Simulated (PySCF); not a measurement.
Property card for `CC(C)C=C` (3-methyl-1-butene)

Species: 3-methyl-1-butene, C5H10.
Bonds: C1–C2 (double), C2–C3, C3–C4, C3–C5. Hydrogens: H6, H7 on C1; H8 on C2; H9 on C3; H10, H11, H12 on C4; H13, H14, H15 on C5.

**PBE0-D3(BJ)/def2-SVP geometry optimisation, gas phase (PySCF)**

```yaml
Point_group: Cs
Rotational_constants_A_B_C: 7.542, 3.550, 2.746 GHz
```

PBE0/pcSseg-1 ground state and GIAO shieldings, non-relativistic (PySCF):

```yaml
Dipole_moment: 0.34 D
HOMO_energy: -7.39 eV
LUMO_energy: 0.45 eV
HOMO–LUMO_gap: 7.84 eV
Lowest_Hirshfeld_atomic_charge: -0.11 e on C1/C4/C5
Highest_Hirshfeld_atomic_charge: +0.04 e on H6, H7, H8, H9, H10, H11, H12, H13, H14, H15
13C_chemical_shifts_computed_TMS_as_zero_by_class: 155.9 (C2), 119.7 (C1), 38.2 (C3), 24.8 (C4/C5) ppm
1H_chemical_shifts_computed_TMS_as_zero_by_class: 5.80 (H8), 5.31 (H6), 5.13 (H7), 2.00 (H9), 0.99 (H10/H11/H12/H13/H14/H15) ppm
Mayer_bond_orders_between_heavy_atoms: C1–C2 1.99, C2–C3 0.98, C3–C4 1.02, C3–C5 1.02
```

From B3LYP/pcJ-1 indirect spin-spin coupling, non-relativistic, gas phase; spin–dipole term left out (PySCF):

```yaml
Largest_of_the_computed_one-bond_spin–spin_couplings_means_over_like_bonds: 13C–1H +168.1 (C1–H7), 13C–1H +163.7 (C1–H6), 13C–1H +156.7 (C2–H8), 13C–1H +132.8 (C4–H10 and 5 like it), 13C–1H +131.5 (C3–H9), 13C–13C +76.8 (C1–C2), 13C–13C +44.1 (C2–C3), 13C–13C +35.9 (C3–C4 and 1 like it) Hz
```

From delta-SCF UKS SCAN, pcX-2 on the ionised atom, pcseg-1 elsewhere, spin-free X2C (PySCF):

```yaml
Core_binding_energies: C1s 290.0 (C1), C1s 290.3 (C2), C1s 290.4 (C4/C5), C1s 290.7 (C3) eV
```

Monoisotopic mass from the formula: 70.0783 u.

A dipole of 0.34 D is allowed in Cs, and pure rotational transitions are dipole-allowed. With B = h/(8π²I), that is 505.379 GHz u Å² over I, the principal moments of inertia are 67.0, 142.3 and 184.1 u Å² (most abundant isotopes). The rotational constants make it an asymmetric top with κ = (2B − A − C)/(A − C) = -0.66, nearer the prolate limit (−1). The dipole matches unit charges of opposite sign 0.07 Å apart (1 e·Å = 4.8032 D).

 NMR classes are plain means over equivalent atoms (diastereotopic ones count apart unless rotation or inversion swaps them), as if these changed places fast; in this geometry the members of some classes differ.

Conformer computed: `[CH2:1]=[CH:2][CH:3]([CH3:4])[CH3:5]`: C1–C2–C3–C4 -118°.

One conformer stands for the species.
